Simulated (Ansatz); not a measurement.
**One shape, several levels: CH8Si2 (SMILES [SiH3]C[SiH3])**

We compute a comparison of 6 runs (B3LYP/6-31G*, CAM-B3LYP/def2-SVP, PBE/def2-SVP, revPBE/def2-SVP, RPA@PBE0/def2-SVP, CCSD(T)/def2-SVP) of CH8Si2. 

The calculation is run with Ansatz 0.2.0.

56 further runs of the same task are left out: 56 set aside as unsound or not needed.

## Step 1: The structure to begin with

CH8Si2: 11 atoms, total charge 0, spin state singlet. SMILES: `[SiH3]C[SiH3]`. The Si1–H6 distance was set to 3.272 Å, away from the relaxed value. At this shape a bond of the SMILES string is far longer than usual.

Bond lengths: Si1–C2 1.872 Å, C2–Si3 1.872 Å, Si1–H4 1.488 Å, Si1–H5 1.487 Å, C2–H7 1.095 Å, C2–H8 1.095 Å, Si3–H9 1.487 Å, Si3–H10 1.487 Å, Si3–H11 1.488 Å. Some angles: Si1–C2–Si3 114.4°, Si1–C2–H7 108.8°, Si1–C2–H8 108.8°, Si3–C2–H7 108.8°, Si3–C2–H8 108.8°, C2–Si1–H4 111.1°, C2–Si1–H5 110.2°, C2–Si3–H9 110.2°, C2–Si3–H10 110.2°, C2–Si3–H11 111.1°.

## Step 2: A single-point energy at B3LYP/6-31G(d) (spherical functions) (run 1)

File input.yaml:

```yaml
crystal:
  periodic: [false, false, false]
  atoms:
    - symbol: Si
      position_ang: [-0.793215, 0.552222, -2.023762]
    - symbol: C
      position_ang: [0.079425, -1.103938, -2.044692]
    - symbol: Si
      position_ang: [1.700945, -1.134838, -1.109512]
    - symbol: H
      position_ang: [-2.070035, 0.494302, -2.785592]
    - symbol: H
      position_ang: [0.072255, 1.596422, -2.634662]
    - symbol: H
      position_ang: [-1.463790, 1.436810, 1.054620]
    - symbol: H
      position_ang: [-0.588335, -1.860118, -1.618372]
    - symbol: H
      position_ang: [0.266325, -1.391328, -3.084872]
    - symbol: H
      position_ang: [1.476415, -0.786868, 0.319158]
    - symbol: H
      position_ang: [2.647825, -0.145778, -1.690702]
    - symbol: H
      position_ang: [2.329825, -2.481878, -1.172642]
basis:
  gaussian: {orbitals: 6-31G_st_-spherical.json}
hamiltonian: {xc: {name: B3LYP}}
accuracy: high
output: {orbitals: {seedname: orbitals}}
```

The basis set 6-31G* is read from a file made from the Basis Set Exchange's data (not shown).

Command:

```bash
$ ansatz run input.yaml --threads 1 --pin off --max-ram 3480MiB --events-out events.jsonl --progress --plain --runs-dir runs
```

Output:

```text
Warning: RAYON_NUM_THREADS=1 ignored (pool sized by the plan → 1); use --threads N
Functional definition: B3LYP
  name "B3LYP"
  parameter a0 = 0.2
  parameter ax = 0.72
  parameter ac = 0.81
  exchange = (1 - a0 - ax)*slater_x + ax*b88_x + a0*exact_x
  correlation = (1 - ac)*vwn_rpa_c + ac*lyp_c
1586 factors; integrals over basis functions are off by at most 3.4e-9 eV
mean field evaluation 1: about -16913.8384 eV, gradient 4.2e1 eV
mean field evaluation 2: about -16909.4361 eV, gradient 5.3e1 eV
mean field evaluation 4: about -16917.0407 eV, gradient 1.3e1 eV
mean field evaluation 8: about -16918.3730 eV, gradient 2.3e-1 eV
mean field evaluation 16: about -16918.3733 eV, gradient 3.7e-5 eV
mean field -16918.37332141 eV, -621.7387518764 hartree, gradient 9.7e-8 eV, S^2 0.000000; 0 other end points of the search recorded, 0 dependent functions left out
reference -16918.37336885 eV, -621.7387536198 hartree; 21, 21 occupied and 45, 45 virtual orbitals, 1586 factors
Total energy: -16918.37336885 eV, -621.7387536198 hartree
```

Run time: 2.2 s. Hardware: 1 thread of AMD EPYC 9R45 (Zen 5), shared host; peak memory 0.23 GiB.

## Step 3: A single-point energy at CAM-B3LYP/def2-SVP (run 2)

Edit input.yaml of step 2 so:

```diff
@@ -26,5 +26,5 @@
 basis:
-  gaussian: {orbitals: 6-31G_st_-spherical.json}
-hamiltonian: {xc: {name: B3LYP}}
+  gaussian: {orbitals: def2-SVP}
 accuracy: high
 output: {orbitals: {seedname: orbitals}}
+hamiltonian: {xc: {name: CAM-B3LYP}}
```

Command:

```bash
$ ansatz run input.yaml --threads 1 --pin off --max-ram 3480MiB --events-out events.jsonl --progress --plain --runs-dir runs
```

Output:

```text
Warning: RAYON_NUM_THREADS=1 ignored (pool sized by the plan → 1); use --threads N
Functional definition: CAM-B3LYP
  name "CAM-B3LYP"
  parameter alpha = 0.19
  parameter beta = 0.46
  parameter omega = 0.33/bohr
[... 1 set-up line as earlier in the session ...]
  exchange = (1 - alpha - beta)*b88_x + beta*b88_x_sr(omega) + alpha*exact_x + beta*exact_x_lr(omega)
  correlation = (1 - ac)*vwn5_c + ac*lyp_c
2028 factors; integrals over basis functions are off by at most 3.7e-9 eV
482 factors; integrals over basis functions are off by at most 2.6e-9 eV
mean field evaluation 1: about -16908.1239 eV, gradient 3.5e1 eV
mean field evaluation 2: about -16907.6124 eV, gradient 3.4e1 eV
mean field evaluation 4: about -16911.3523 eV, gradient 2.8e0 eV
mean field evaluation 8: about -16911.5087 eV, gradient 9.3e-2 eV
mean field evaluation 16: about -16911.5088 eV, gradient 1.7e-5 eV
mean field -16911.50876754 eV, -621.4864841747 hartree, gradient 8.3e-8 eV, S^2 0.000000; 0 other end points of the search recorded, 0 dependent functions left out
reference -16911.50879170 eV, -621.4864850628 hartree; 21, 21 occupied and 69, 69 virtual orbitals, 2028 factors
Total energy: -16911.50879170 eV, -621.4864850628 hartree
```

It took 3.3 s on 1 thread of AMD EPYC 9R45 (Zen 5), shared host; peak memory 0.36 GiB.

Runs 3 to 5 aren't shown in full; the table further down has their settings and results.

## Step 4: A single-point energy at CCSD(T)/def2-SVP (run 6)

File molecule.yaml:

```yaml
crystal:
  periodic: [false, false, false]
  atoms:
    - {symbol: Si, position_ang: [-0.793215, 0.552222, -2.023762]}
    - {symbol: C, position_ang: [0.079425, -1.103938, -2.044692]}
    - {symbol: Si, position_ang: [1.700945, -1.134838, -1.109512]}
    - {symbol: H, position_ang: [-2.070035, 0.494302, -2.785592]}
    - {symbol: H, position_ang: [0.072255, 1.596422, -2.634662]}
    - {symbol: H, position_ang: [-1.463790, 1.436810, 1.054620]}
    - {symbol: H, position_ang: [-0.588335, -1.860118, -1.618372]}
    - {symbol: H, position_ang: [0.266325, -1.391328, -3.084872]}
    - {symbol: H, position_ang: [1.476415, -0.786868, 0.319158]}
    - {symbol: H, position_ang: [2.647825, -0.145778, -1.690702]}
    - {symbol: H, position_ang: [2.329825, -2.481878, -1.172642]}
basis:
  gaussian: {orbitals: def2-SVP}
total_charge: 0
correlation: {method: ccsd_t, frozen_orbitals: {C: 1, H: 0, Si: 5}}
accuracy: high
scf: {omitted_lower_state_checks: [cluster_reference, increment]}
```

Command:

```bash
$ ansatz run molecule.yaml --threads 1 --pin off --max-ram 3480MiB --events-out events.jsonl --progress --plain --runs-dir runs
```

Output:

```text
Warning: RAYON_NUM_THREADS=1 ignored (pool sized by the plan → 1); use --threads N
[... 12 lines left out ...]
11 core orbitals not correlated: weight in the atoms' cores, before any rotation towards them, 1.000 or more for the frozen orbitals, at most 0.000 for the correlated occupied ones
[... 28 lines left out ...]
WARN: these amplitudes may be one of several solutions (largest doubles amplitude 0.52, level shift 2.13 eV)
Total energy: -16883.80473265 eV, -620.4683796710 hartree
Checks for a lower state left out: cluster_reference, increment
```

Wall time 6.3 s (1 thread of AMD EPYC 9R45 (Zen 5), shared host); peak memory 0.51 GiB.

## Step 5: The series

| run | level | frozen core orbitals | energy (Eh) | HOMO energy (eV) | LUMO energy (eV) | HOMO–LUMO gap (eV) | wall time |
| --- | --- | --- | --- | --- | --- | --- | --- |
| 1 | B3LYP/6-31G* (spherical functions) | – | -621.738754 | -6.04 | -3.50 | 2.53 | 2.2 s |
| 2 | CAM-B3LYP/def2-SVP | – | -621.486485 | -7.30 | -2.50 | 4.80 | 3.3 s |
| 3 | PBE/def2-SVP | – | -621.152361 | -5.51 | -4.10 | 1.41 | 2.3 s |
| 4 | revPBE/def2-SVP | – | -621.394483 | -5.49 | -4.08 | 1.41 | 2.2 s |
| 5 | RPA@PBE0/def2-SVP | 11 | -620.613979 | – | – | – | 5.1 s |
| 6 | CCSD(T)/def2-SVP | 11 | -620.468380 | – | – | – | 6.3 s |

## Step 6: Results

| quantity | value |
| --- | --- |
| run 6: total energy | -620.46838 Eh |
| run 6: correlation energy (11 core orbitals frozen) | -484.2 mEh |
| run 6: (T) correction | -20.88 mEh |
| run 6: T1 diagnostic | 0.041 |

What this shows: Over runs 1, 2, 3, 4 the HOMO–LUMO gap runs from 1.41 eV (revPBE/def2-SVP) to 4.80 eV (CAM-B3LYP/def2-SVP). Totals of different functionals can't be ranked against each other. In run 6 the T1 diagnostic is large, so a single reference may not serve. In runs 5, 6 the log says that unrestricted orbitals would lower the reference, so the values rest on an unstable closed-shell determinant (other closed-shell runs at this shape may share the fault). In runs 1, 2, 3, 4, 5, 6 a closed-shell determinant meets a far-stretched bond, which it describes badly. All runs together took 21 s, the longest 6.3 s.
